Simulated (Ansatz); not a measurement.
# Diamond-structure Ge: width of the whole s-p valence band by level of theory

No measured value is used here.

```csv
level (code),value (eV)
LDA (Ansatz),12.82
PBE (Ansatz),12.77
PBEsol (Ansatz),12.79
RPBE (Ansatz),12.74
r²SCAN (Ansatz),13.30
B3LYP (VWN-RPA form) (Ansatz),…
HSE06 (Ansatz),…
PBE0 (Ansatz),…
r²SCAN0 (Ansatz),14.57
```

Question: Complete the blanks.

Answer: 
- B3LYP (VWN-RPA form) (Ansatz, a quantum-chemistry and plane-wave program), value (eV): 13.94
- HSE06 (Ansatz), value (eV): 14.06
- PBE0 (Ansatz), value (eV): 14.21

Widths are read from band energies on the run's k points.  Values are at the measured cell. Cutoffs and k meshes differ between the levels. Ansatz's density-functional and Hartree–Fock values are scalar-relativistic unless marked +SOC, with PAW data made under PBE.
